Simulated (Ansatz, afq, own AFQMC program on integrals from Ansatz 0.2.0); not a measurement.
BCN, triplet: AFQMC among the cluster methods

```xyz
3

B     0.0000    0.0000    2.5389
C     0.0000    0.0000   -0.6851
N     0.0000    0.0000   -1.8539
```

Connectivity, by distances: B ··· C–N.

Basis cc-pVDZ. Noble-gas cores (and the filled d shells of Ga–Kr and In–Xe) are frozen. Integrals, coupled cluster, full CI and functionals: Ansatz 0.2.0; the random walks run on the same integrals in our own AFQMC program. ph-AFQMC/CISD is guided by a CISD state made of CCSD amplitudes; releasing the constraint for a short imaginary time cuts its bias at the price of noise, slowly where states lie close. ± is one standard error of the sampling.

Determinant: ROHF, the one that the program's search chose, which needn't be the lowest solution. The geometry is a point of a scan.

No full CI on the walks' own integrals is used here; CCSDT(Q) serves as the reference and is uncertain by about the last step of the cluster series.

Cautions: lower spins were not checked; higher spins were not checked; a spin-contaminated unrestricted determinant lies lower (UHF 548 meV lower, ⟨S²⟩ 2.41); strong correlation (T1 0.051, weight of the determinant 0.79, largest double 0.12).

The T1 diagnostic is 0.0515. The weight of the determinant in the CISD state is 0.787 and the size of the correlated space is 12 electrons in 39 orbitals.

Reference: CCSDT(Q), correlation energy -9.841 eV. The released energy is read at 2.40 1/Eh (meV from the phaseless value at times in 1/Eh: -38 ± 48 at 0.24, -101 ± 43 at 0.51, -95 ± 45 at 0.99, -73 ± 78 at 1.62, -69 ± 78 at 2.40).

```
         level  E − E(reference) (mEh)  share of correlation (%)
            HF                  361.65                      0.00
           MP2                   51.05                     85.88
          CCSD                   18.04                     95.01
       CCSD(T)                    3.02                     99.16
         CCSDT                    1.62                     99.55
   ph-AFQMC/HF            17.92 ± 4.01                     95.05
 ph-AFQMC/CISD             4.13 ± 1.46                     98.86
released AFQMC             1.59 ± 2.88                     99.56
```

A walk keeps the symmetry of its determinant, which the program's search chose and which needn't be the lowest solution, so a lower state of the same spin and another symmetry isn't excluded. Released energies are given only where the last usable release times agree within the noise; a slower fall can still hide under it.
